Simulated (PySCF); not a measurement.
OS, SMILES O=S (connectivity only; charge and spin as stated), neutral, multiplicity 3. Geometry: PBE-D3(BJ)/def2-TZVPD.

Calculation: PBE-D3(BJ)/def2-TZVPD run with PySCF.

Harmonic wavenumbers (cm⁻¹): 1111. Rotational constants (GHz): 20.92 (linear); symmetry number 1.

Q: Work out the zero-point energy and the ideal-gas rigid-rotor harmonic-oscillator thermochemistry at 298.15 K and 1 atm.

A: ZPE = ½ Σ hcν = ½ × 1111 cm⁻¹ = 6.65 kJ/mol. H − E(el) = 15.38 kJ/mol. Entropy in J/(mol K): translation 157.04, rotation 55.65, vibration 0.25, spin 9.13, total 222.08. G − E(el) = -50.83 kJ/mol. Cp = 30.23 J/(mol K).
